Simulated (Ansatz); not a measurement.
# C3H8FN: up Jacob's ladder to CCSD(T)

The task here is to estimate one member of a computed series from the others.

Computed with Ansatz 0.2.0, Gaussian basis. Level: functionals in def2-TZVPP, the program's frozen cores in correlated methods.

Plan: LDA (SPW92), PBE-D4, revPBE-D4, BLYP-D4, r2SCAN-D4, B97M-V, PBE0-D4, B3LYP-D4, r2SCANh-D4, r2SCAN0-D4, HSE06-D4, BHLYP-D4, CAM-B3LYP-D4, LC-ωPBE, ωB97X-V, ωB97M-V, B2PLYP, PBE-QIDH; CCSD(T)/def2-SVP; CCSD(T)/def2-TZVPP; MP2/def2-QZVPP; extrapolation to the limit; RPA on PBE.

## Structure used throughout

The geometry comes from an earlier relaxation with PBE0-D4 in a triple-zeta def2 set; it is a stationary point, not always the lowest conformer.

SMILES `CC(C)(N)F`, 13 atoms, charge 0, spin multiplicity 1.

Atoms are counted from 1 here; the program's logs count them from 0.

Bond lengths: C1–C2 1.514 Å, C1–H6 1.092 Å, C1–H7 1.090 Å, C1–H8 1.092 Å, C2–C3 1.514 Å, C2–N4 1.413 Å, C2–F5 1.417 Å, C3–H9 1.092 Å, C3–H10 1.092 Å, C3–H11 1.090 Å, N4–H12 1.005 Å, N4–H13 1.005 Å. Angles: C2–C1–H6 109.7°, C2–C1–H7 110.3°, C2–C1–H8 110.6°, H6–C1–H7 108.2°, H6–C1–H8 109.1°, H7–C1–H8 109.0°, C1–C2–C3 113.2°, C1–C2–N4 112.0°, C1–C2–F5 105.3°, C3–C2–N4 112.0°, C3–C2–F5 105.3°, N4–C2–F5 108.5°, C2–C3–H9 110.6°, C2–C3–H10 109.7°, C2–C3–H11 110.4°, H9–C3–H10 109.0°, H9–C3–H11 109.0°, H10–C3–H11 108.2° and more.

The first run:

File in.yaml:

```yaml
crystal:
  periodic: [false, false, false]
  atoms:
    - {symbol: C, position_ang: [-1.349730, -0.009737, -0.286752]}
    - {symbol: C, position_ang: [0.117350, 0.342531, -0.156233]}
    - {symbol: C, position_ang: [1.036182, -0.844118, -0.359188]}
    - {symbol: N, position_ang: [0.391716, 1.024048, 1.051301]}
    - {symbol: F, position_ang: [0.390148, 1.215992, -1.238131]}
    - {symbol: H, position_ang: [-1.957568, 0.887810, -0.150865]}
    - {symbol: H, position_ang: [-1.555834, -0.413178, -1.278314]}
    - {symbol: H, position_ang: [-1.634555, -0.750012, 0.463485]}
    - {symbol: H, position_ang: [0.838454, -1.614336, 0.388907]}
    - {symbol: H, position_ang: [2.076922, -0.523007, -0.273777]}
    - {symbol: H, position_ang: [0.892065, -1.269850, -1.352397]}
    - {symbol: H, position_ang: [-0.403725, 1.232462, 1.629234]}
    - {symbol: H, position_ang: [1.178775, 0.686796, 1.577629]}
basis:
  gaussian: {orbitals: def2-TZVPP}
hamiltonian: {xc: lda}
output: {orbitals: {seedname: orbitals}}
```

The run is started by

```sh
ansatz run in.yaml --threads 4 --pin off --events-out ev --progress --plain --max-ram 10444MiB
```

Among the steps run: LDA; PBE-D4 (GGA); revPBE-D4 (GGA); BLYP-D4 (GGA); r2SCAN-D4 (meta-GGA); B97M-V (meta-GGA); PBE0-D4 (hybrid); B3LYP-D4 (hybrid); r2SCANh-D4 (hybrid); r2SCAN0-D4 (hybrid); HSE06-D4 (hybrid); BHLYP-D4 (hybrid); CAM-B3LYP-D4 (range-separated); LC-ωPBE (range-separated); ωB97X-V (range-separated); ωB97M-V (range-separated); B2PLYP (double hybrid); PBE-QIDH (double hybrid).

One of the session's tables, all rows but one given; the rest of the session is left out.

It belongs to the step «Frontier levels by functional». 

```
  functional  HOMO (eV)  LUMO (eV)  gap (eV)
 LDA (SPW92)      -6.06      -0.06      6.00
      PBE-D4      -5.89       0.09      5.98
   revPBE-D4      -5.82       0.16      5.99
     BLYP-D4      -5.79       0.05      5.84
   r2SCAN-D4      -6.21       0.87      7.08
      B97M-V      -6.35       0.24      6.60
     PBE0-D4      -7.41       0.89      8.30
    B3LYP-D4          ?          ?         ?
  r2SCANh-D4      -6.78       1.10      7.88
  r2SCAN0-D4      -7.64       1.41      9.05
    HSE06-D4      -7.00       0.52      7.52
    BHLYP-D4      -8.87       1.45     10.32
CAM-B3LYP-D4      -8.90       1.61     10.51
     LC-ωPBE     -10.30       2.94     13.24
     ωB97X-V      -9.93       2.72     12.65
     ωB97M-V      -9.85       2.26     12.11
```

Q: Estimate the row for B3LYP-D4 from the others.

Worked estimate for «HOMO (eV)». Against the share of exact exchange, BLYP-D4 (0, -5.79), BHLYP-D4 (0.5, -8.87) give a slope of -6.16 per unit share; at 0.2 the line stands at -7.02.

As computed: HOMO (eV): -7.17; LUMO (eV): 0.53; gap (eV): 7.70. In «HOMO (eV)» the line misses by +0.15.
